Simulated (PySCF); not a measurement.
# TPSS/cc-pVTZ run of SiO2 (silicon dioxide molecule)

What is the energy change on altering one bond length of SiO2 (silicon dioxide molecule) at TPSS/cc-pVTZ? Input form: a Python script.

Program for the calculation: PySCF 2.14.0.

4 further runs of the same task are left out: 4 set aside as unsound or not needed.

**1. The system as given**

SiO2: 3 atoms, total charge 0, spin state singlet. SMILES: `O=[Si]=O`. Geometry: relaxed at GFN2-xTB.

Bond lengths: O1–Si2 1.491 Å, Si2–O3 1.491 Å. Angles: O1–Si2–O3 179.9°.

**2. The energy at TPSS/cc-pVTZ**

input.py reads:

```python
# O=[Si]=O
from pyscf import gto, dft

mol = gto.Mole()
mol.atom = '''
O        0.691230       1.217290       0.513740
Si      -0.000730       0.000440      -0.000160
O       -0.690510      -1.217740      -0.513580
'''
mol.charge = 0
mol.verbose = 3
mol.max_memory = 1860
mol.basis = 'cc-pvtz'
mol.spin = 0
mol.build()

myscf = dft.RKS(mol)
myscf.xc = 'tpss'
myscf.grids.level = 5
myscf.conv_tol = 1e-10
myscf.kernel()
if not myscf.converged:
    myscf = myscf.newton().run(myscf.mo_coeff, myscf.mo_occ)

e_final = myscf.e_tot
print('E(%s) = %.9f' % ('TPSS', e_final))
```

Run with:

```console
$ OMP_NUM_THREADS=1 python input.py
```

The log of the run:

```text
converged SCF energy = -440.051993196263
E(TPSS) = -440.051993196
```

It took 19 s on 1 thread of Arm Neoverse V2, shared host; peak memory 0.48 GiB.

**3. The distorted shape**

input.py reads:

```python
from pyscf import gto, dft

system = gto.Mole()
system.atom = '''
O        0.898801       1.582314       0.667897
Si      -0.000730       0.000440      -0.000160
O       -0.690510      -1.217740      -0.513580
'''
system.verbose = 3
system.max_memory = 1860
system.basis = 'cc-pvtz'
system.build()

mf = dft.RKS(system)
mf.xc = 'tpss'
mf.conv_tol = 1e-10
mf.grids.level = 5
mf.kernel()
if not mf.converged:
    mf = mf.newton().run(mf.mo_coeff, mf.mo_occ)

energy = mf.e_tot
print('E(%s) = %.9f' % ('TPSS', energy))
```

Run with:

```console
$ OMP_NUM_THREADS=1 python input.py
```

The log of the run:

```text
converged SCF energy = -439.97347929481
E(TPSS) = -439.973479295
```

It took 22 s on 1 thread of Arm Neoverse V2, shared host; peak memory 0.48 GiB.

**4. What came out**

Level: TPSS/cc-pVTZ.

| quantity | value |
| --- | --- |
| first shape: total energy | -440.05199 Eh |
| first shape: dipole moment | 0.01 D |
| first shape: HOMO energy | -8.39 eV |
| first shape: LUMO energy | -4.03 eV |
| first shape: HOMO–LUMO gap | 4.37 eV |
| distorted shape: total energy | -439.97348 Eh |
| distorted shape: dipole moment | 0.95 D |
| distorted shape: HOMO energy | -7.33 eV |
| distorted shape: LUMO energy | -5.23 eV |
| distorted shape: HOMO–LUMO gap | 2.10 eV |
| energy change with the O1–Si2 bond stretched from 1.491 to 1.938 Å | 2.136 eV |

In words: With the O1–Si2 bond stretched from 1.491 to 1.938 Å the energy rises by 2.14 eV (206 kJ/mol). The first shape isn't relaxed at this level, so the change isn't measured from a minimum. Mulliken charges (first shape) run from -0.35 on O1 to +0.70 on Si2.
